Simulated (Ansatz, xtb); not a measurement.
# Isomers of C3H6F+ in order of energy

3 gas-phase structures of C3H6F+, found in a search over its isomers (lower ones may exist). Each was relaxed with GFN2-xTB; where two conformers were screened, the lower at r2SCAN-D4/def2-SVP is listed:

A. `CC[CH+]F`, a singlet
B. `C[C+](C)F`, a singlet
C. `C[CH+]CF`, a singlet

**Question.** Which do you expect lowest at r2SCAN-D4/def2-SVP, and how would the others follow?

**Answer.** Calculated order at r2SCAN-D4/def2-SVP: B (0.0), A (19.9), C (24.3) kcal/mol.

Energies above the lowest of each column, in kcal/mol; the last columns are at B3LYP-D3(BJ)/def2-SVP geometries and were run for some of them only (a dash: not run or not comparable):

```json
{"structure": "B", "GFN2-xTB": "0.0", "HF/STO-3G": "0.0", "r2SCAN-D4/def2-SVP": "0.0", "B3LYP-D3(BJ)/def2-SVP": "0.0", "CCSD(T)/def2-TZVP": "0.0"}
{"structure": "A", "GFN2-xTB": "22.7", "HF/STO-3G": "17.5", "r2SCAN-D4/def2-SVP": "19.9", "B3LYP-D3(BJ)/def2-SVP": "18.9", "CCSD(T)/def2-TZVP": "18.2"}
{"structure": "C", "GFN2-xTB": "16.8", "HF/STO-3G": "34.1", "r2SCAN-D4/def2-SVP": "24.3", "B3LYP-D3(BJ)/def2-SVP": "–", "CCSD(T)/def2-TZVP": "–"}
```

Every level run on B puts it lowest or level with the lowest. Flexible structures stand in one conformer each, not always the lowest. Frequencies (B3LYP-D3(BJ)/def2-SVP) were run for A, B alone.

Programs: Ansatz 0.2.0, xtb 6.7.1.
